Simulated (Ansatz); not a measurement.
A made-up structure of CH₃OSi, doublet:

```json
{"atom": "C1", "x (Å)": "0.3214", "y (Å)": "0.2497", "z (Å)": "-0.2901"}
{"atom": "Si2", "x (Å)": "-1.1635", "y (Å)": "-0.4069", "z (Å)": "-0.6303"}
{"atom": "O3", "x (Å)": "1.1131", "y (Å)": "0.2311", "z (Å)": "1.1374"}
{"atom": "H4", "x (Å)": "-2.4352", "y (Å)": "-0.9714", "z (Å)": "-0.9141"}
{"atom": "H5", "x (Å)": "0.9391", "y (Å)": "0.7685", "z (Å)": "-0.9778"}
{"atom": "H6", "x (Å)": "0.6754", "y (Å)": "-0.2091", "z (Å)": "1.8699"}
```

It is relaxed with PBE-D4/def2-SVP and then PBE0-D4/def2-TZVP (Ansatz 0.2.0). Atoms count as bonded within 1.22 times the sum of their covalent radii (H–H: 0.88 Å). The end point is not checked to be a true minimum.

(1) Does its bonding change? (Judge from chemistry; the calculation decides.)

## Answers

(1) By the calculation: No: no bond forms or breaks.

Where it ends: The first stage lowers the energy by 2.47 eV in 16 steps. It ends as CH₃OSi ([OH][CH][SiH]):
C1  (0.390, 0.290, -0.308)
Si2  (-1.115, -0.327, -1.196)
O3  (0.670, 0.137, 0.979)
H4  (-1.625, -0.925, 0.136)
H5  (1.195, 0.848, -0.790)
H6  (-0.064, -0.361, 1.374)
(Å)

Labels in which every atom is bracketed show which atoms are joined, not bond orders.

For scale, one of the runs: PBE0-D4/def2-TZVP relaxation, 117 basis functions, launched by `ansatz run in.yaml --threads 2 --pin off --events-out ev --progress --plain --max-ram 4352MiB`. Hardware: 2 CPU threads of an Arm Neoverse V1, shared host. Wall time about 22 s.
